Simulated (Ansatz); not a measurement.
## Hexagonal-diamond C (model structure): properties by level of theory

| level (code) | lattice parameter a (Å) | lattice parameter c (Å) |
|---|---|---|
| PBE (Ansatz) | 2.512 | ? |
| PBEsol (Ansatz) | 2.499 | 4.161 |
| PBE-D3(BJ) (Ansatz) | 2.501 | 4.163 |
| rVV10 (Ansatz) | 2.521 | 4.196 |
| r²SCAN (Ansatz) | 2.503 | ? |

Question: Some entries are withheld; supply them.

Answer: 
- PBE (Ansatz, a program for electronic structure), lattice parameter c (Å): 4.180
- r²SCAN (Ansatz), lattice parameter c (Å): 4.169

Ansatz's density-functional and Hartree–Fock values are scalar-relativistic unless marked +SOC, with PAW data made under PBE.

Static lattice: no zero-point or thermal effects.

A model structure was made by putting elements into a prototype or built by hand; it is no filed structure, need not be a known phase, and can be a saddle point held by its symmetry.
